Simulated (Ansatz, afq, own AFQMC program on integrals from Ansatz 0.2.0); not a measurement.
## BGeH2, quartet in cc-pVDZ, levels against CCSDT(Q)

```yaml
atoms:
  - { symbol: Ge, position_ang: [0.0000, 0.0000, 1.2080] }
  - { symbol: B, position_ang: [0.0000, 0.0000, -5.4020] }
  - { symbol: H, position_ang: [0.0000, 1.2593, 2.0970] }
  - { symbol: H, position_ang: [0.0000, -1.2593, 2.0970] }
```

Connectivity, by distances: GeH2 ··· B.

Basis cc-pVDZ. Only valence electrons are correlated. Ansatz 0.2.0 and our own AFQMC program on the same integrals; the CISD trial comes from CCSD amplitudes, and released means the phaseless constraint is let go. ± is one standard error of the sampling. No spin–orbit coupling.

Determinant: UHF, the one that the program's search chose, which needn't be the lowest solution. The geometry is a point of a scan.

No full CI on the walks' own integrals is used here; CCSDT(Q) serves as the reference and is uncertain by about the last step of the cluster series.

Cautions: no relativity below Rb; no spin-orbit coupling; inner d shell frozen; lower spins were not checked; the released energies are still falling, so no released level is given (meV from the phaseless value at times in 1/Eh: 2 ± 7 at 0.24, -5 ± 6 at 0.51, -18 ± 8 at 0.99, -20 ± 7 at 1.62, -24 ± 9 at 2.40), though the last usable value meets CCSDT(Q) within the noise.

The T1 diagnostic is 0.0131 and the weight of the determinant in the CISD state is 0.881. The ⟨S²⟩ of the determinant is 3.762. The size of the correlated space is 9 electrons in 36 orbitals.

```tsv
level	correlation energy (eV)
MP2	-2.8825
CCSD	-4.0524
CCSD(T)	-4.1219
```

Question: Estimate where phaseless AFQMC with a CISD trial lies against CCSD(T) on the same integrals.

Answer: 0.11 ± 0.14 kcal/mol below CCSD(T). The gap is under twice the noise, so this walk alone can't tell the two apart.

Reference: CCSDT(Q), correlation energy -4.148 eV.

```csv
level,E − E(reference) (kcal/mol),share of correlation (%)
CCSD(T),0.59,99.38
CCSDT,0.02,99.98
ph-AFQMC/CISD,0.49 ± 0.14,99.49
```

A walk keeps the symmetry of its determinant, which the program's search chose and which needn't be the lowest solution, so a lower state of the same spin and another symmetry isn't excluded.
